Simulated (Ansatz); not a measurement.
# BH− (quartet): wave-function methods side by side at distance B1–H2 = 2.601 Å, aug-cc-pVTZ

An exercise on one series of results from a longer session: the logs are not shown, and one member is left open.

The runs use Ansatz 0.2.0, Gaussian basis; aug-cc-pVTZ, core rule «outside noble gas», up to 1 orbitals frozen.

The runs, in order: UHF; CCSD(T) on ROHF; CCSD(T) on UHF; BCCD(T) on ROHF; CCSDT(Q) on ROHF; CCSDT(Q) on UHF; CASSCF and MRCISD+Q, 5 electrons in 5 orbitals; CASSCF and NEVPT2, 5 electrons in 5 orbitals.

9 further runs of the same task are left out: 9 that didn't finish.

### The geometry

The geometry derives from a PBE0/def2-TZVPD stationary point (not a proven minimum). One bond is set to the value named and the two fragments are kept rigid.

2 atoms, charge -1, spin multiplicity 4.

Atoms are counted from 1 here; the program's logs count them from 0.

No contacts short enough for the rule that draws bonds.

Set-up of the first run:

in.yaml reads:

```yaml
crystal:
  periodic: [false, false, false]
  atoms:
    - {symbol: B, position_ang: [0.000000, 0.000000, 0.000000]}
    - {symbol: H, position_ang: [0.000000, 0.000000, 2.601000]}
basis:
  gaussian: {orbitals: aug-cc-pVTZ}
total_charge: -1
magnetization: {spin_polarized: true, initial_magnetization: 3}
hamiltonian: {xc: hf}
output: {orbitals: {seedname: orbitals}}
```

Started as:

```console
$ ansatz run in.yaml --threads 1 --pin off --events-out ev --progress --plain --max-ram 2816MiB --backend cpu
```

Among the steps run: UHF; CCSD(T) on ROHF; CCSD(T) on UHF; BCCD(T) on ROHF; CCSDT(Q) on ROHF; CCSDT(Q) on UHF; CASSCF and MRCISD+Q, 5 electrons in 5 orbitals; CASSCF and NEVPT2, 5 electrons in 5 orbitals.

One table of the session follows, with a row left open; its other results are not shown here.

```
          method  from UCCSDT(Q) (kJ/mol)
            ROHF                   +249.7
             UHF                   +239.8
            RMP2                    +68.6
            UMP2                    +69.8
           RCCSD                    +15.3
           UCCSD                    +15.2
        RCCSD(T)                     +4.0
        UCCSD(T)                     +4.0
         BCCD(T)                     +4.1
          RCCSDT                     +0.6
          UCCSDT                     +0.6
       RCCSDT(Q)                     +0.1
       UCCSDT(Q)                        0
  CASSCF valence                   +203.9
  NEVPT2 valence                    +60.0
  MRCISD valence                        ?
MRCISD+Q valence                     +2.3
```

Q: Estimate the row for MRCISD valence from the others.

**Answer.** from UCCSDT(Q) (kJ/mol): +15.8. In the column «from UCCSDT(Q) (kJ/mol)» it lies between RCCSD (+15.3) and NEVPT2 valence (+60.0).

Some runs used a GPU and others CPU threads alone; cost is compared among the CPU runs only.

Among the levels timed on like hardware, those that no quicker one beats, quickest first: NEVPT2 valence (3.7 s, +60.0 kJ/mol); RCCSD(T) (17 s, +4.0 kJ/mol).

Limits of these values: Of the multireference levels listed MRCISD+Q valence comes nearest in total energy (+2.3 kJ/mol), which doesn't show that its space is the better one. Restricted and unrestricted rows rest on different reference determinants; where their highest levels disagree by more than a few hundredths of an eV, they describe different states and don't form one ladder.
